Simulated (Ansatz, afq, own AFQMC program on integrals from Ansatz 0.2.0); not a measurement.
Integrals from Ansatz 0.2.0, then the random walk in our own AFQMC program (afq).

```yaml
crystal:
  periodic: [false, false, false]
  atoms:
    - {symbol: Ge, position_ang: [0.000000, 0.000000, 0.269193]}
    - {symbol: O, position_ang: [0.000000, 0.000000, -1.363087]}
    - {symbol: H, position_ang: [0.000000, 1.286605, 1.118308]}
    - {symbol: H, position_ang: [0.000000, -1.286605, 1.118308]}
basis:
  gaussian: {orbitals: cc-pVTZ}
magnetization: {spin_polarized: false}
correlation: {method: ccsd_t, electrons: outside_noble_gas, hamiltonian_folder: ham}
```

```sh
$ ansatz run in.yaml --threads 1 --pin off --events-out ev --progress --plain --max-ram 16896MiB --backend cuda --devices 0, --max-vram 18GiB
```

afq runs on the folder ham with

```
--method free --trial cisd --walkers 1600 --time-step 0.03 --max-blocks 4000 --target-error 0.00042 --factor-cut 1e-05 --seed 4384 --times 0,0.21,0.42,0.81,1.2,1.8,2.4,3 --taylor-order 8
```

Times are imaginary, in 1/Eh. The walk had a cap of 119 s. Filled inner d shells are frozen with the cores.

Output of the walk:

```
orbitals 86  electrons 6 6  factors 567 of 612
reference energy -2151.40242520 Eh
CCSD correlation -0.37356534 Eh in 13 cycles, weight of the determinant in the CISD state 0.8629
repeat  energy at the last time / Eh  error
    10  -2151.793429  0.001160
    20  -2151.793695  0.000723
    30  -2151.794725  0.000679
    40  -2151.794506  0.000553
    50  -2151.794607  0.000484
    60  -2151.794603  0.000442
    70  -2151.794727  0.000399
time / (1/Eh)  energy / Eh  error  mean overlap
  0.00  -2151.776025  0.000162  1.1588
  0.21  -2151.786586  0.000147  1.1547
  0.42  -2151.790030  0.000147  1.1516
  0.81  -2151.792062  0.000162  1.1533
  1.20  -2151.793279  0.000162  1.1542
  1.80  -2151.794150  0.000243  1.1567
  2.40  -2151.794752  0.000320  1.1654
  3.00  -2151.794656  0.000399  1.1669
energy -2151.794656 +/- 0.000399 Eh
```

The run passed its tests (error under three times the target), which doesn't prove that it has relaxed.

Against this walk (error 10.8 meV) on the same determinant: CCSD(T) 29.5 meV higher, CCSDT(Q) 24.3 meV lower. The error is statistical, and a free projection of finite length keeps a remainder of its start.

Cautions: remainder of the start not in the error; no relativity below Rb; no spin-orbit coupling; inner d shell frozen; higher spins were not checked; raised T1 diagnostic (T1 0.027, weight of the determinant 0.86, largest double 0.09).

The walk took 42 s on 1 × NVIDIA H100 80GB HBM3 with 2 threads of AMD EPYC 7R13 Processor (Zen 3), on a shared host (the card was shared). The log's last line is the free-projection energy.

CCSDT and higher add their correlation energy to the determinant of the CCSD(T) run, since their own runs factorise the integrals more tightly (a shift of under 2 meV). A walk keeps the symmetry of its determinant, which the program's search chose and which needn't be the lowest solution, so a lower state of the same spin and another symmetry isn't excluded.
